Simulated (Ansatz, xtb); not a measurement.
Relative energy of two isomers of CH4OS

We compare I, `CSO`, a singlet, with II, `OCS`, a singlet. Both are isolated molecules in the gas phase, relaxed with BLYP-D3(BJ)/def2-SVP; the shapes shown needn't be the lowest conformers.

I (Å):

```xyz
7

C     0.0285    1.5764   -1.3497
O    -2.3366    0.3744   -1.9561
S    -1.5153    0.9746   -0.5706
H     0.6073    2.0765   -0.5458
H    -0.2012    2.3132   -2.1439
H     0.6325    0.7443   -1.7642
H    -2.0837   -0.5708   -2.0239
```

II (Å):

```
atom    x (Å)    y (Å)    z (Å)
   C  -1.1240   1.1482  -1.2114
   O  -0.9946  -0.2211  -1.4913
   S   0.1150   2.2503  -2.0756
   H  -1.0371  -0.3234  -2.4642
   H  -2.1029   1.5853  -1.5186
   H  -1.0172   1.2680  -0.1167
   H   1.2149   1.6913  -1.4926
```

Estimate E(II) − E(I) at the level CCSD(T)/def2-TZVPP.

Calculated at CCSD(T)/def2-TZVPP: E(II) − E(I) = −0.410 eV, so structure II lies lower.

Level by level:

```
               level              geometry  E(II) − E(I) (eV)  departure from the last row (eV)  job, with rough time for the two
            GFN2-xTB              GFN2-xTB              −0.251                            +0.159              optimisation, 0.11 s
           HF/STO-3G              GFN2-xTB              −0.248                            +0.162              single point, 0.16 s
  r2SCAN-D4/def2-SVP              GFN2-xTB              −0.615                            −0.205               single point, 2.8 s
BLYP-D3(BJ)/def2-SVP  BLYP-D3(BJ)/def2-SVP              −0.509                            −0.099                optimisation, 15 s
       HF/def2-TZVPP  BLYP-D3(BJ)/def2-SVP              −0.484                            −0.074           part of the CCSD(T) run
      MP2/def2-TZVPP  BLYP-D3(BJ)/def2-SVP              −0.418                            −0.008           part of the CCSD(T) run
  CCSD(T)/def2-TZVPP  BLYP-D3(BJ)/def2-SVP              −0.410                                                  single point, 73 s
```

As drawn, II has 1 C–O, 1 S–H in place of 1 O–S, 1 C–H.

None of the levels shown reverses the order. The largest departure from CCSD(T)/def2-TZVPP is that of r2SCAN-D4/def2-SVP, 0.205 eV.

With harmonic frequencies from BLYP-D3(BJ)/def2-SVP (ideal gas, rigid rotor, one conformer each, 298.15 K, 1 atm): the zero-point term adds −0.005 eV; ΔH is −0.423 and ΔG −0.406 eV.

The correlated steps freeze 7 core orbitals. Programs: Ansatz 0.2.0, xtb 6.7.1; the last row on 1 thread of Arm Neoverse V2 on a shared host.
